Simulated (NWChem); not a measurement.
# isobutene (C₄H₈); SMILES C=C(C)C

```xyz
12

C      1.2706     0.0004    -0.6745
C      0.0000     0.0000     0.1233
C     -1.2706    -0.0004    -0.6745
C      0.0000     0.0000     1.4615
H      1.3205     0.8829    -1.3352
H      1.3230    -0.8839    -1.3325
H      2.1614     0.0029    -0.0309
H     -1.3230     0.8839    -1.3325
H     -2.1614    -0.0029    -0.0309
H     -1.3205    -0.8829    -1.3352
H     -0.9333    -0.0002     2.0320
H      0.9333     0.0002     2.0320
```
Atoms are numbered in this order, from 1.

Results from NWChem. Structure relaxed at the PBE0/def2-SVP level. B3LYP is NWChem's, with the RPA form of VWN correlation. Level: B3LYP/def2-SVP with SMD (1 M gas to 1 M solution), gas-phase geometry.

For solvent 1,4-dioxane:

| Item | Result |
|---|---|
| dipole in solution (D) | 0.73 |

Problem. Estimate the same quantities for solvent N,N-dimethylformamide.

Solution. The dipole in solution (D) comes out as 0.90.
